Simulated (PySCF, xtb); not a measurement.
**CH4BSi: where a starting geometry ends**

The starting geometry of this gas-phase doublet was built from a drawn formula by distance geometry and a force field; its bonds are those of `[BH2-]1[CH][SiH+]1`.

```xyz
7

C    -0.8192   -0.2706   -2.1680
B    -1.8436    0.6346   -1.3472
Si   -1.3495   -1.0489   -0.5098
H    -2.8923    0.6800   -1.8223
H    -1.2876    1.5744   -0.8978
H    -1.3363   -0.7940   -2.9709
H    -1.4608   -2.1214    0.4833
```

Question: Predict what becomes of its bonds when it is optimised with r2SCAN-D4/def2-SVP.

Answer: A bond breaks, leaving `[H]/[Si]=C/B`. Contacts that open: B2–Si3 (1.94 → 2.78 Å).

The energy falls by 2.29 eV over 23 steps:

```
step  E − E(last) (eV)
   1             2.285
   3             1.143
   6             0.188
   8             0.022
  11             0.003
  13             0.001
  16             0.000
  18             0.000
  21             0.000
  23             0.000
```

Final geometry (Å):

```tsv
atom	x (Å)	y (Å)	z (Å)
C	-1.5239	-0.6212	-1.5781
B	-1.9169	0.8493	-1.5493
Si	-1.1079	-1.3519	-0.0614
H	-2.1979	1.4513	-2.5623
H	-1.9510	1.4466	-0.4921
H	-1.4829	-1.2166	-2.5024
H	-0.6650	-2.7844	0.1268
```

From the same start GFN2-xTB reaches the same bonding as this run.

The end wasn't checked by frequencies. Open shells are spin-unrestricted. Run with PySCF 2.14.0, 3.3 min on 2 threads of Arm Neoverse V1, on a shared host.
